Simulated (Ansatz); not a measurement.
# BH4N2: the cost of one run

All numbers below are computed with Ansatz 0.2.0 (UKS PBE-D4/6-31G).

1 further run of the same task is left out (it didn't finish).

## (1) The structure to begin with

Bond lengths: N1–B2 1.477 Å, B2–N3 1.491 Å, N1–H4 1.008 Å, N1–H5 1.080 Å, N3–H6 1.062 Å, N3–H7 1.076 Å. Angles: N1–B2–N3 119.2°, B2–N1–H4 108.3°, B2–N1–H5 108.3°, H4–N1–H5 102.0°, B2–N3–H6 109.4°, B2–N3–H7 109.8°, H6–N3–H7 105.3°.

As a file:

```xyz
7

N    -0.7188    0.0269   -0.9342
B    -0.3688   -0.6704    0.3201
N     0.9341   -0.3702    0.9803
H    -1.6476   -0.2555   -1.2053
H    -0.8576    1.0744   -0.7125
H     0.9790    0.6641    1.2181
H     1.7410   -0.5374    0.2878
```

## (2) Preparing the start

Contents of input.yaml:

```yaml
crystal:
  periodic: [false, false, false]
  atoms:
    - { symbol: "N", position_ang: [-0.7188, 0.0269, -0.9342] }
    - { symbol: B, position_ang: [-0.3688, -0.6704, 0.3201] }
    - { symbol: "N", position_ang: [0.9341, -0.3702, 0.9803] }
    - { symbol: H, position_ang: [-1.6476, -0.2555, -1.2053] }
    - { symbol: H, position_ang: [-0.8576, 1.0744, -0.7125] }
    - { symbol: H, position_ang: [0.979, 0.6641, 1.2181] }
    - { symbol: H, position_ang: [1.741, -0.5374, 0.2878] }
magnetization:
  spin_polarized: true
  initial_magnetization: 1
basis:
  gaussian: { orbitals: "6-31G" }
hamiltonian:
  xc: pbe
  dispersion: d4
relax:
  f_tol: 0.02
  max_steps: 40
```

On the command line:

```
> ansatz run input.yaml --threads 1 --pin off --max-ram 2048MiB --backend cpu --events-out ev --progress --plain --runs-dir out
```

**Question.** How long does this run take on 1 thread of Arm Neoverse V2, shared host, and how much memory does it need?

About 11 s, with a peak of 0.11 GiB.
